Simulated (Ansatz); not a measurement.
# AlBC (triplet): the correlation ladder, def2-QZVPP

One table from this session's results is given with a row withheld; the runs are named, their logs left out.

Program: Ansatz 0.2.0, Gaussian basis. Level of theory: def2-QZVPP, core rule «outside noble gas», up to 7 orbitals frozen. These are calculated values, not measurements.

The runs, in order: UHF; ROHF; CCSD(T) on UHF.

2 further runs of the same task are left out: 2 set aside as unsound or not needed.

## The geometry

The geometry is a PBE0/def2-TZVP stationary point (not a proven minimum) of the parent state, kept for this charge and spin.

3 atoms, charge 0, spin multiplicity 3.

Atoms are counted from 1 here; the program's logs count them from 0.

Bond lengths: B1–Al2 2.319 Å, Al2–C3 1.947 Å. Angles: B1–Al2–C3 180.0°.

The first run:

in.yaml reads:

```yaml
crystal:
  periodic: [false, false, false]
  atoms:
    - {symbol: B, position_ang: [0.000000, 0.000000, 2.195102]}
    - {symbol: Al, position_ang: [0.000000, 0.000000, -0.124102]}
    - {symbol: C, position_ang: [0.000000, 0.000000, -2.071000]}
basis:
  gaussian: {orbitals: "def2-QZVPP.json"}
magnetization: {spin_polarized: true, initial_magnetization: 2}
hamiltonian: {xc: hf}
output: {orbitals: {seedname: orbitals}}
```

On the command line:

```sh
ansatz run in.yaml --threads 1 --pin off --events-out ev --progress --plain --max-ram 2393MiB
```

Among the steps run: UHF; ROHF; CCSD(T) on UHF.

One of the session's tables, all rows but one given; the rest of the session is left out.

It belongs to the step «Misses and costs». 

```
  method  from UCCSD(T) (kJ/mol)
    ROHF                  +822.1
     UHF                  +693.3
    UMP2                  +178.9
   UCCSD                       ?
UCCSD(T)                       0
```

Q: Estimate the row for UCCSD from the others.

**Answer.** from UCCSD(T) (kJ/mol): +45.5. In the column «from UCCSD(T) (kJ/mol)» it lies between UCCSD(T) (0) and UMP2 (+178.9).

Limits of these values: The determinant is far from a pure spin state, so its energy mixes those of several spin states (harmless only where they are near-degenerate, as at dissociation).
